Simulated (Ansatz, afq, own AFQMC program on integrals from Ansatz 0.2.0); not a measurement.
CH2Ge, singlet → CH2Ge⁺, doublet

```xyz
4

Ge    0.0000    0.0000    0.3030
C     0.0000    0.0000   -1.4834
H     0.0000   -0.9122   -2.0790
H     0.0000    0.9122   -2.0790
```

Connectivity, by distances: Ge–CH2.

E(doublet, charge +1) − E(singlet, charge +0) at this geometry, on RHF and UHF determinants.

Basis cc-pVDZ. Noble-gas cores (and the filled d shells of Ga–Kr and In–Xe) are frozen. AFQMC by an in-house program on the Cholesky factors that Ansatz 0.2.0 writes for its CCSD(T) run. The CISD trial takes its coefficients from CCSD amplitudes. Released means that phaseless walkers are propagated on without the constraint, phases kept. Error bars are statistical, one sigma. No spin–orbit coupling. The errors of all members are added in quadrature.

No full CI on the walks' own integrals is used here; CCSDT(Q) serves as the reference and is uncertain by about the last step of the cluster series. Each member takes its own surest rung, up to full CI.

Errors are counted within cc-pVDZ, not against nature.

Cautions: inner d shell frozen; no relativity below Rb; no spin-orbit coupling; CH₂Ge (singlet): higher spins were not checked, restricted determinant unstable towards unrestricted (UHF 127 meV lower, ⟨S²⟩ 0.40).

Reference (CCSDT(Q)): 8.388 eV.

```csv
level,vertical ionization energy (eV),error against CCSDT(Q) (eV)
HF,7.055,-1.333
MP2,8.379,-0.009
CCSD,8.251,-0.137
CCSD(T),8.373,-0.015
CCSDT,8.373,-0.015
ph-AFQMC/HF,8.405 ± 0.095,0.017 ± 0.095
ph-AFQMC/CISD,8.434 ± 0.028,0.046 ± 0.028
released AFQMC,8.369 ± 0.022,-0.019 ± 0.022
```

Correlation beyond CCSD(T) adds 0.015 eV. The perturbative (T) step is worth +0.122 eV.

A walk keeps the symmetry of its determinant, which the program's search chose and which needn't be the lowest solution, so a lower state of the same spin and another symmetry isn't excluded. Released energies are given only where the last usable release times agree within the noise; a slower fall can still hide under it.
